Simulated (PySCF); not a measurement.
# Li2O, singlet: structure and spectrum

Computed with PBE0 in PySCF with O def2-TZVP, Li def2-TZVP; no relativity; density-fitted integrals.

The structure is a minimum.

```xyz
3
charge 0 multiplicity 1, angstrom
O     0.0000    0.0000    0.0000
Li    0.0000    0.0000    1.6049
Li    0.0000    0.0000   -1.6049
```

```
Point group                                                                   : D∞h
Bond lengths                                                                  : O–Li 1.605 Å (×2)
Bond angles                                                                   : Li–O–Li 180.0°
Entropy at 298.15 K and 1 bar                                                 : 229.4 J/(mol K)
Rotational symmetry number                                                    : 2
Enthalpy at 298.15 K above 0 K                                                : 12.44 kJ/mol
Dipole moment                                                                 : 0.00 D
Atomisation energy without zero-point energy                                  : 670 kJ/mol
Rotational constants                                                          : 0.4664 cm⁻¹
Lowest empty level                                                            : -0.46 eV
Principal quadrupole moments (Buckingham, traceless) about the centre of mass : -11.31, -11.31, 22.63 D Å
Heat capacity Cp at 298.15 K                                                  : 49.1 J/(mol K)
Highest occupied level                                                        : -4.28 eV
Principal polarisabilities                                                    : 30.3, 30.3, 43.3 bohr³
Zero-point energy                                                             : 12.9 kJ/mol
```

Harmonic modes (masses in u: O 15.995, Li 7.016):
```tsv
symmetry	ω (cm⁻¹)	IR (km/mol, summed over degenerate members)	type
πu	138	448	bend
σg+	813	0.0	stretch
σu+	1066	365	stretch
```

In D∞h the vibrations span πu + σg+ + σu+. The σg+ mode carries no infrared intensity, as symmetry demands. With a centre of inversion only u modes can be infrared active and only g modes Raman active.

Charges (e):
```csv
atom,Mulliken,Löwdin,polar tensor,Mayer order to O1
O1,-1.22,-0.91,-1.43,–
"Li2,3",0.61,0.46,0.72,0.70
```

Mulliken populations on O1: s 3.94, p 5.28, d 0.00, f 0.00.

Outer orbital energies (eV). occupied: -20.01, -5.10, -4.28, -4.28; empty: -0.46, -0.19, 2.27, 2.27.

Other isomers or separated fragments may lie lower.

The final relaxation and frequency run took roughly 24 core-seconds on a shared host.
